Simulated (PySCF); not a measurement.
Gas-phase reaction: NH₃ + 3 SiH₂ + N₂ = 3 HSiNH₂

Computed with PySCF and rigid-rotor harmonic-oscillator thermochemistry at 1 bar. † marks an energy on the PBE0/def2-TZVP geometry and frequencies. CCSD(T) freezes the core. All species are closed-shell singlets. HSiNH₂: computed as isolated molecules; such fragments, hydroxides, amides, oligomers or adducts are transient or little studied in the gas. CCSD(T) isn't extrapolated to the basis-set limit; its ΔH°(298 K) is -357.4 kJ in def2-SVP and -404.6 kJ in def2-TZVPP. The harmonic model lacks anharmonicity and excited electronic states, which grow with temperature; levels with a mode under 35 cm⁻¹ are left out. Internal rotation in HSiNH₂ is treated as a harmonic vibration of one conformer, which makes the entropy rough.

```csv
level,"ΔE electronic, kJ","ΔH°(298 K), kJ","ΔS°(298 K), J/K","ΔG°(2500 K), kJ"
BLYP/def2-TZVP†,-453,-402,-270,254
CCSD(T)/def2-TZVPP†,-456,-405,-270,251
HF/def2-TZVP†,-385,-333,-270,322
PBE/def2-TZVP†,-509,-457,-270,198
PBE0/def2-QZVP†,-523,-471,-270,184
PBE0/def2-SVP†,-513,-461,-270,194
ωB97M-V/def2-TZVP†,-492,-440,-270,215
ωB97X-V/def2-TZVP†,-486,-434,-270,221
```
ΔH° is lowest at PBE0/def2-QZVP† and highest at HF/def2-TZVP†. No reference value is set beside these.
